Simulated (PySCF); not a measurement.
**Atomic charges against the basis set**

Compound: C4H5F.
Numbering: `[F:1][C:2]1=[CH:3][CH2:4][CH2:5]1` (hydrogens: H6 on C3; H7, H8 on C4; H9, H10 on C5)

PBE0 throughout (PySCF), one geometry, spherical d and f functions. Isolated species at its PBE0-D3(BJ)/def2-SVP geometry, gas phase. Atoms taken as equivalent share a column and are averaged. The first 7 of 8 kinds of atom are listed.

Mulliken charges (e):

```tsv
basis	functions	F1	C2	C3	C4	C5	H6	H7/H8
STO-3G	30	-0.063	+0.089	-0.131	-0.139	-0.161	+0.081	+0.078
6-31G	55	-0.295	+0.254	-0.124	-0.387	-0.371	+0.181	+0.180
pcSseg-0	55	-0.341	+0.193	-0.125	-0.583	-0.447	+0.250	+0.259
6-31G*	80	-0.286	+0.360	-0.198	-0.372	-0.413	+0.170	+0.180
cc-pVDZ	95	-0.136	+0.093	-0.104	-0.026	-0.051	+0.005	+0.052
def2-SVP	95	-0.184	+0.212	-0.212	-0.004	-0.073	+0.024	+0.056
aug-cc-pVDZ	160	-0.512	+0.416	+0.288	+0.716	+0.454	-0.274	-0.273
6-311+G(2d,p)	165	-0.320	+0.168	+0.032	-0.288	-0.221	+0.105	+0.126
def2-TZVP	185	-0.182	+0.189	-0.241	-0.133	-0.193	+0.130	+0.104
cc-pVTZ	220	-0.140	+0.207	-0.257	-0.114	-0.193	+0.125	+0.089
IGLO-III	225	-0.240	+0.274	-0.145	-0.142	-0.239	+0.078	+0.098
```

IAO charges (e):

```json
{"basis": "STO-3G", "functions": "30", "F1": "-0.077", "C2": "+0.131", "C3": "-0.198", "C4": "-0.245", "C5": "-0.279", "H6": "+0.133", "H7/H8": "+0.130"}
{"basis": "6-31G", "functions": "55", "F1": "-0.233", "C2": "+0.254", "C3": "-0.222", "C4": "-0.256", "C5": "-0.299", "H6": "+0.160", "H7/H8": "+0.145"}
{"basis": "pcSseg-0", "functions": "55", "F1": "-0.216", "C2": "+0.246", "C3": "-0.223", "C4": "-0.266", "C5": "-0.307", "H6": "+0.157", "H7/H8": "+0.148"}
{"basis": "6-31G*", "functions": "80", "F1": "-0.241", "C2": "+0.288", "C3": "-0.229", "C4": "-0.238", "C5": "-0.285", "H6": "+0.150", "H7/H8": "+0.134"}
{"basis": "cc-pVDZ", "functions": "95", "F1": "-0.240", "C2": "+0.288", "C3": "-0.233", "C4": "-0.238", "C5": "-0.285", "H6": "+0.152", "H7/H8": "+0.135"}
{"basis": "def2-SVP", "functions": "95", "F1": "-0.240", "C2": "+0.286", "C3": "-0.229", "C4": "-0.232", "C5": "-0.280", "H6": "+0.149", "H7/H8": "+0.132"}
{"basis": "aug-cc-pVDZ", "functions": "160", "F1": "-0.254", "C2": "+0.290", "C3": "-0.234", "C4": "-0.243", "C5": "-0.289", "H6": "+0.156", "H7/H8": "+0.139"}
{"basis": "6-311+G(2d,p)", "functions": "165", "F1": "-0.255", "C2": "+0.291", "C3": "-0.234", "C4": "-0.244", "C5": "-0.290", "H6": "+0.156", "H7/H8": "+0.139"}
{"basis": "def2-TZVP", "functions": "185", "F1": "-0.254", "C2": "+0.295", "C3": "-0.236", "C4": "-0.244", "C5": "-0.291", "H6": "+0.156", "H7/H8": "+0.139"}
{"basis": "cc-pVTZ", "functions": "220", "F1": "-0.252", "C2": "+0.295", "C3": "-0.236", "C4": "-0.245", "C5": "-0.291", "H6": "+0.156", "H7/H8": "+0.139"}
{"basis": "IGLO-III", "functions": "225", "F1": "-0.256", "C2": "+0.293", "C3": "-0.235", "C4": "-0.245", "C5": "-0.291", "H6": "+0.157", "H7/H8": "+0.140"}
```

Hirshfeld charges (e):

```tsv
basis	functions	F1	C2	C3	C4	C5	H6	H7/H8
STO-3G	30	-0.015	+0.048	-0.093	-0.012	-0.028	+0.033	+0.015
6-31G	55	-0.088	+0.070	-0.084	-0.052	-0.062	+0.056	+0.037
pcSseg-0	55	-0.079	+0.076	-0.083	-0.055	-0.065	+0.052	+0.035
6-31G*	80	-0.076	+0.071	-0.085	-0.055	-0.063	+0.054	+0.035
cc-pVDZ	95	-0.067	+0.072	-0.083	-0.061	-0.072	+0.051	+0.037
def2-SVP	95	-0.075	+0.078	-0.084	-0.063	-0.073	+0.052	+0.038
aug-cc-pVDZ	160	-0.084	+0.076	-0.082	-0.075	-0.084	+0.060	+0.044
6-311+G(2d,p)	165	-0.086	+0.074	-0.081	-0.070	-0.079	+0.059	+0.043
def2-TZVP	185	-0.083	+0.077	-0.082	-0.071	-0.081	+0.057	+0.043
cc-pVTZ	220	-0.079	+0.077	-0.083	-0.071	-0.080	+0.056	+0.042
IGLO-III	225	-0.084	+0.076	-0.082	-0.074	-0.084	+0.059	+0.044
```

ESP-fitted charges (e):

```tsv
basis	functions	F1	C2	C3	C4	C5	H6	H7/H8
STO-3G	30	-0.097	+0.273	-0.253	-0.130	-0.262	+0.111	+0.079
6-31G	55	-0.233	+0.405	-0.373	-0.082	-0.328	+0.184	+0.084
pcSseg-0	55	-0.240	+0.450	-0.406	-0.134	-0.381	+0.200	+0.106
6-31G*	80	-0.160	+0.306	-0.335	-0.064	-0.309	+0.168	+0.074
cc-pVDZ	95	-0.163	+0.304	-0.337	-0.041	-0.285	+0.165	+0.065
def2-SVP	95	-0.182	+0.338	-0.357	-0.030	-0.291	+0.169	+0.063
aug-cc-pVDZ	160	-0.199	+0.353	-0.362	-0.047	-0.321	+0.181	+0.072
6-311+G(2d,p)	165	-0.197	+0.350	-0.368	-0.048	-0.331	+0.186	+0.074
def2-TZVP	185	-0.190	+0.346	-0.364	-0.039	-0.321	+0.179	+0.069
cc-pVTZ	220	-0.180	+0.328	-0.354	-0.037	-0.313	+0.175	+0.067
IGLO-III	225	-0.194	+0.342	-0.361	-0.033	-0.320	+0.180	+0.068
```

Q: Which scheme is steadiest as the basis changes?

A: Largest range over the bases for any column: Hirshfeld 0.07 e, ESP-fitted 0.18 e, IAO 0.18 e, Mulliken 1.30 e. Hirshfeld charges move least and Mulliken charges most, counted in e. Without the minimal STO-3G basis the ranges are Hirshfeld 0.02, ESP-fitted 0.15, IAO 0.05, Mulliken 1.30 e.

Q: How much do the charges still move between the two largest bases, cc-pVTZ and IGLO-III?

A: At most, over all atoms: Mulliken 0.112 e, IAO 0.004 e, Hirshfeld 0.005 e, ESP-fitted 0.014 e.

Q: What do the same runs give for the total energy, the frontier levels and the dipole moment?

A: 
```json
{"basis": "STO-3G", "energy (Eh)": "-251.6420", "HOMO (eV)": "-4.43", "LUMO (eV)": "3.97", "μ (D)": "0.53"}
{"basis": "6-31G", "energy (Eh)": "-254.8642", "HOMO (eV)": "-6.91", "LUMO (eV)": "0.95", "μ (D)": "1.64"}
{"basis": "pcSseg-0", "energy (Eh)": "-254.3398", "HOMO (eV)": "-7.24", "LUMO (eV)": "0.64", "μ (D)": "1.62"}
{"basis": "6-31G*", "energy (Eh)": "-254.9280", "HOMO (eV)": "-6.77", "LUMO (eV)": "1.13", "μ (D)": "1.22"}
{"basis": "cc-pVDZ", "energy (Eh)": "-254.9489", "HOMO (eV)": "-6.91", "LUMO (eV)": "0.92", "μ (D)": "1.23"}
{"basis": "def2-SVP", "energy (Eh)": "-254.7461", "HOMO (eV)": "-7.01", "LUMO (eV)": "0.81", "μ (D)": "1.33"}
{"basis": "aug-cc-pVDZ", "energy (Eh)": "-254.9648", "HOMO (eV)": "-7.07", "LUMO (eV)": "0.03", "μ (D)": "1.48"}
{"basis": "6-311+G(2d,p)", "energy (Eh)": "-255.0097", "HOMO (eV)": "-7.09", "LUMO (eV)": "0.51", "μ (D)": "1.51"}
{"basis": "def2-TZVP", "energy (Eh)": "-255.0329", "HOMO (eV)": "-7.06", "LUMO (eV)": "0.66", "μ (D)": "1.41"}
{"basis": "cc-pVTZ", "energy (Eh)": "-255.0238", "HOMO (eV)": "-7.03", "LUMO (eV)": "0.73", "μ (D)": "1.35"}
{"basis": "IGLO-III", "energy (Eh)": "-255.0380", "HOMO (eV)": "-7.07", "LUMO (eV)": "0.57", "μ (D)": "1.47"}
```

The dipole is fixed by the density alone, so its range of 1.11 D shows that the density itself changes with the basis, not only its division among atoms.
